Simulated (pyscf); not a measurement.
Optimised with ωB97X-D3(BJ)/def2-SVP in PySCF.

Q: Estimate by transition-state theory (the high-pressure limit) the rate constant of O=V(F)(F)–F + hydrogen chloride (HCl) → HO–V(F)(F)(F)–Cl (singlet surface; Cl–H broken, H–O, Cl–V formed) at 1200 K, with ωB97M-D3(BJ)/def2-TZVP energies (ideal gas, 1 atm, RRHO with modes under 100 cm⁻¹ raised to 100, one conformer, R ln 2 for chiral ones without a mode under 150 cm⁻¹; no tunnelling).

A: The electronic barrier is 27.6 kcal/mol and the thermal terms add +39.4, so ΔG‡ = 67.0 kcal/mol. With k_BT/h = 2.50e+13 s⁻¹ and RT = 2.385 kcal/mol, and a volume of 1.64e-19 cm³ per molecule at 1 atm, k = 2.5e-18 cm³ molecule⁻¹ s⁻¹. The product is born with the 12 kcal/mol of the reverse barrier and needs collisions to keep. Wigner's tunnelling factor for 720i cm⁻¹ would be 1.03. A shift of 1 kcal/mol in the barrier changes k by a factor 1.5. On the product side the descent ends in a point that may be a rotor saddle (no frequency run), 2.7 kcal/mol over the lowest minimum found and 9.5 kcal/mol under the saddle at ωB97X-D3(BJ)/def2-TZVP. At ωB97X-D3(BJ)/def2-TZVP the barrier from the zero used here is 25.2 kcal/mol. The same reactants have a lower exit, to O=V(F)(F)–Cl + HF (barrier +14.4 kcal/mol at ωB97M-D3(BJ)/def2-TZVP, against +27.6 kcal/mol here). One saddle was located; it need not be the lowest between these sides.
